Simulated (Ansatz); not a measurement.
# AlSiH3 (singlet): wave-function methods side by side, cc-pVTZ

An exercise on one series of results from a longer session: the logs are not shown, and one member is left open.

Program: Ansatz 0.2.0, Gaussian basis. Level of theory: cc-pVTZ, core rule «outside noble gas», up to 10 orbitals frozen. These are calculated values, not measurements.

To be run: UHF; CCSD(T) on RHF; CCSD(T) on UHF; BCCD(T) on RHF; CCSDT(Q) on RHF; CCSDT(Q) on UHF.

9 further runs of the same task are left out: 5 for a known fault of the program, 4 set aside as unsound or not needed.

## The system

The geometry is a PBE0/def2-TZVP stationary point (not a proven minimum) of the parent state, kept for this charge and spin.

5 atoms, charge 0, spin multiplicity 1.

Atoms are counted from 1 here; the program's logs count them from 0.

Bond lengths: Si1–Al2 2.389 Å, Si1–H3 1.498 Å, Al2–H4 1.587 Å, Al2–H5 1.583 Å. Angles: Al2–Si1–H3 124.9°, Si1–Al2–H4 119.4°, Si1–Al2–H5 117.5°, H4–Al2–H5 123.1°.

Set-up of the first run:

File in.yaml:

```yaml
crystal:
  periodic: [false, false, false]
  atoms:
    - {symbol: Si, position_ang: [0.000000, -0.088069, 1.200716]}
    - {symbol: Al, position_ang: [0.000000, 0.045214, -1.184371]}
    - {symbol: H, position_ang: [0.000000, 1.090439, 2.125646]}
    - {symbol: H, position_ang: [0.000000, 1.468638, -1.885604]}
    - {symbol: H, position_ang: [0.000000, -1.315430, -1.992670]}
basis:
  gaussian: {orbitals: cc-pVTZ}
magnetization: {spin_polarized: true, initial_magnetization: 0}
hamiltonian: {xc: hf}
output: {orbitals: {seedname: orbitals}}
```

Launch:

```sh
$ ansatz run in.yaml --threads 1 --pin off --events-out ev --progress --plain --max-ram 2816MiB --backend cpu
```

Steps of the session up to this table: UHF; CCSD(T) on RHF; CCSD(T) on UHF; BCCD(T) on RHF; CCSDT(Q) on RHF; CCSDT(Q) on UHF.

One of the session's tables, all rows but one given; the rest of the session is left out.

| method | from RCCSDT(Q) (meV) |
| --- | --- |
| RHF | +6359.6 |
| UHF | +5468.5 |
| RMP2 | +1466.2 |
| UMP2 | +1077.9 |
| RCCSD | ? |
| UCCSD | -68.9 |
| RCCSD(T) | +81.5 |
| UCCSD(T) | -270.9 |
| BCCD(T) | +81.0 |
| RCCSDT | +19.0 |
| UCCSDT | -465.9 |
| RCCSDT(Q) | 0 |
| UCCSDT(Q) | -545.5 |

Q: Estimate the row for RCCSD from the others.

As computed: from RCCSDT(Q) (meV): +285.7. In the column «from RCCSDT(Q) (meV)» it lies between RCCSD(T) (+81.5) and UMP2 (+1077.9).

The program flags UCCSD(T), UCCSDT(Q) as in doubt (see the logs), so those rows may rest on another solution; read them beside their warnings.

Caveats from the session: The determinant is far from a pure spin state, so its energy mixes those of several spin states (harmless only where they are near-degenerate, as at dissociation). The program flags UCCSD(T), UCCSDT(Q) as in doubt, so those rows may rest on another solution; read them beside their warnings. Warnings: restricted reference is unstable; spin contamination. Restricted and unrestricted rows rest on different reference determinants; where their highest levels disagree by more than a few hundredths of an eV, they describe different states and don't form one ladder.
